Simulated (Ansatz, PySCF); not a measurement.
Molecule: COS (charge +1, doublet). 
Coordinates optimised at B3LYP-D3(BJ)/def2-TZVP (Ansatz, an electronic-structure program):
```xyz
3

O      0.0000     0.0000    -1.6974
C      0.0000     0.0000    -0.5680
S      0.0000     0.0000     1.0617
```
Charge +1, spin multiplicity 2.

Total electronic energies in hartree. Correlated levels leave the core frozen unless marked. UHF or UKS for open shells. No spin-orbit coupling. Non-relativistic. CBS(X,Y): correlation extrapolated as X^-3; Hartree-Fock from the larger set.

```json
[
 {"level": "HF/6-31G*", "program": "Ansatz", "energy (Eh)": "-509.89321"},
 {"level": "HF/cc-pV(D+d)Z", "program": "Ansatz", "energy (Eh)": "-509.92941"},
 {"level": "HF/def2-TZVPD", "program": "PySCF", "energy (Eh)": "-509.97565"},
 {"level": "r2SCANh/def2-TZVPD", "program": "Ansatz", "energy (Eh)": "-511.09825"},
 {"level": "r2SCAN0/def2-TZVPD", "program": "Ansatz", "energy (Eh)": "-511.08106"},
 {"level": "LC-wPBE-D3(BJ)/def2-TZVPD", "program": "Ansatz + dftd3", "energy (Eh)": "-510.99236"},
 {"level": "RI-MP2/aug-cc-pV(Q+d)Z", "program": "Ansatz", "energy (Eh)": "-510.52267"},
 {"level": "SCS-MP2/cc-pVTZ", "program": "Ansatz", "energy (Eh)": "-510.45629"},
 {"level": "CCSD(T)/CBS(cc-pV(T+d)Z,cc-pV(Q+d)Z)", "program": "Ansatz", "energy (Eh)": "-510.5872"}
]
```

Totals of different functionals don't rank their quality; only differences between species are comparable.
